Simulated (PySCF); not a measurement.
**Stationary points of SH₆**

All numbers come from PBE0/[S def2-TZVP, H def2-TZVP], no relativity, density fitting, PySCF.

Relaxations began from a few typed shapes. The search is not exhaustive: other isomers or separated fragments can lie lower, and high-lying points may rest on an excited occupation.

| spin | group | bonds | angles | imaginary modes (cm⁻¹) | ΔE (kJ/mol) | ΔE with ZPE (kJ/mol) |
| --- | --- | --- | --- | --- | --- | --- |
| singlet | Oh | S–H 1.412 Å (×6) | H–S–H 90.0° (×12), H–S–H 180.0° (×3) | none | 0.0 | 0.0 |
| singlet | D3h | S–H 1.439 Å (×6) | H–S–H 80.3° (×6), H–S–H 83.8° (×3), H–S–H 136.3° (×6) | 1357i | 269.0 | – |

The lowest minimum found is the singlet Oh: S–H 1.412 Å (×6); H–S–H 90.0° (×12), H–S–H 180.0° (×3).

Counting electrons, sulfur keeps none of its valence electrons outside its bonds, so the VSEPR class is AX6 and the expected shape is octahedral (Oh), as computed.
